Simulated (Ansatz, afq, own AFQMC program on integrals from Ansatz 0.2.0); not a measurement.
**Se⁺, quartet: AFQMC among the cluster methods**

A free Se cation.

Basis cc-pVQZ. Noble-gas cores (and the filled d shells of Ga–Kr and In–Xe) are frozen. AFQMC by an in-house program on the Cholesky factors that Ansatz 0.2.0 writes for its CCSD(T) run. The CISD trial takes its coefficients from CCSD amplitudes. Released means that phaseless walkers are propagated on without the constraint, phases kept. Free projection: walkers drawn from exp(T), propagated without any constraint. Its projection time is finite, and what remains of the start isn't in its error. Error bars are statistical, one sigma. No spin–orbit coupling.

Determinant: UHF, the one that the program's search chose, which needn't be the lowest solution.

No full CI on the walks' own integrals is used here; CCSDT(Q) serves as the reference and is uncertain by about the last step of the cluster series.

Cautions: no relativity below Rb; no spin-orbit coupling; inner d shell frozen.

The T1 diagnostic is 0.0028, the weight of the determinant in the CISD state is 0.953 and the ⟨S²⟩ of the determinant is 3.751. The size of the correlated space is 5 electrons in 54 orbitals.

Reference: CCSDT(Q), correlation energy -2.674 eV. The released energy is read at 1.50 1/Eh (meV from the phaseless value at times in 1/Eh: -0.7 ± 0.7 at 0.24, -0.4 ± 0.7 at 0.50, -2.6 ± 0.5 at 1.00, -3.0 ± 0.6 at 1.50).

```tsv
level	E − E(reference) (kcal/mol)	share of correlation (%)
HF	61.66	0.00
MP2	10.62	82.78
CCSD	2.30	96.27
CCSD(T)	0.36	99.42
CCSDT	0.05	99.92
ph-AFQMC/HF	0.63 ± 0.34	98.98
ph-AFQMC/CISD	0.03 ± 0.02	99.95
released AFQMC	-0.03 ± 0.01	100.06
free AFQMC	-0.04 ± 0.02	100.06
```

Free projections are given only where their last times agree within the noise and don't stop above the reference; a slow remainder of the start can still hide under it. A walk keeps the symmetry of its determinant, which the program's search chose and which needn't be the lowest solution, so a lower state of the same spin and another symmetry isn't excluded. Released energies are given only where the last usable release times agree within the noise; a slower fall can still hide under it.
